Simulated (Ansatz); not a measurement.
Species: C$_{2}$H$_{6}$N (charge 0, doublet). It need not be the lowest isomer of its formula. SMILES: CC[NH]
Geometry from a B3LYP-D3(BJ)/def2-TZVP (Ansatz, a program for electronic structure) optimisation:
```xyz
9

C      1.1323    -0.4026     0.0357
C     -0.0608     0.5582     0.0396
N     -1.3458    -0.0877     0.0127
H      2.0718     0.1510     0.0859
H      1.0877    -1.0737     0.8947
H      1.1429    -1.0096    -0.8726
H      0.0072     1.2100    -0.8483
H     -0.0183     1.2183     0.9100
H     -1.2993    -0.8157    -0.7109
```
Charge 0, spin multiplicity 2.

Question: Give the harmonic wavenumbers at B3LYP-D3(BJ)/def2-TZVP (Ansatz, finite differences of forces, unscaled).

Answer: 210, 248, 411, 786, 888, 1025, 1027, 1077, 1240, 1305, 1393, 1404, 1471, 1491, 1501, 2924, 3030, 3043, 3094, 3102, 3353 cm⁻¹. Zero-point energy 48.6 kcal/mol.

Question: From these and the geometry, give the ideal-gas thermochemistry at 298.15 K and 1 atm (rigid rotor, harmonic oscillator).

Answer: Point group C1, rotational symmetry number 1. Rotational constants 34.62, 9.457, 8.295 GHz. S(trans) 37.28, S(rot) 22.30, S(vib) 5.45, S(elec, spin only) 1.38, S 66.4 cal/(mol K). H(298) - H(0) 3.39 kcal/mol; G - E(el) 32.2 kcal/mol.
